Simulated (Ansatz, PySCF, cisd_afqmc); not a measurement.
Species: O$_{2}$, charge 0, triplet. O2 (SMILES O=O, triplet).
B3LYP-D3(BJ)/def2-TZVP minimum from Ansatz (a quantum-chemistry and plane-wave program):
```
O
O 1 1.2043
```
Charge 0, spin multiplicity 3.

Atomisation energy term by term, kcal/mol (programs: Ansatz, cisd_afqmc). UHF or UKS for unpaired electrons; spin-orbit terms are left out. Correlated methods leave the cores frozen. Rows without X2C or -DK are non-relativistic. The Monte Carlo rows (phaseless AFQMC, CISD trial, step 0.005/hartree) carry one-sigma bars that omit the constraint's bias. Outlying blocks are dropped, and bars are widened where a walk drifts. Over all cases where full CI ran beside it in this data, AFQMC minus full CI had a median of +0.1 mEh and passed +0.4 mEh in a tenth of the cases. CBS(X,Y): correlation extrapolated as X^-3, Hartree-Fock from the larger set (Q,5: extrapolated as (X+1)exp(-9√X)). A bracket is a step between two methods taken in the basis named. 'core' is core correlation in cc-pwCVTZ, 'X2C' scalar relativity in cc-pVTZ-DK, both at CCSD(T). The UHF reference of O2 (O=O, triplet) is spin-contaminated (<S^2> up to 0.05 over the pure value in the sets run).

```tsv
term	basis	kcal/mol
Hartree-Fock	CBS(cc-pVQZ,cc-pV5Z)	33.64
CCSD correlation	CBS(cc-pVQZ,cc-pV5Z)	77.73
(T)	CBS(cc-pVQZ,cc-pV5Z)	8.33
CCSDT(Q) - CCSD(T)	cc-pVTZ	0.69
CCSDTQ - CCSDT(Q)	cc-pVDZ	-0.12
core correlation	cc-pwCVTZ	0.36
scalar relativity	X2C, cc-pVTZ-DK	-0.18
minus zero-point energy	Hessian by PySCF at B3LYP-D3(BJ)/def2-TZVP	-2.34
sum: D0		118.1
```

The step beyond CCSD(T) by other levels: CCSDTQ in cc-pVDZ 0.96; AFQMC/CISD in cc-pVDZ 0.26 ± 0.30; CCSDT(Q) in cc-pVDZ 1.08; AFQMC/CISD in cc-pVTZ -0.22 ± 0.26 kcal/mol.
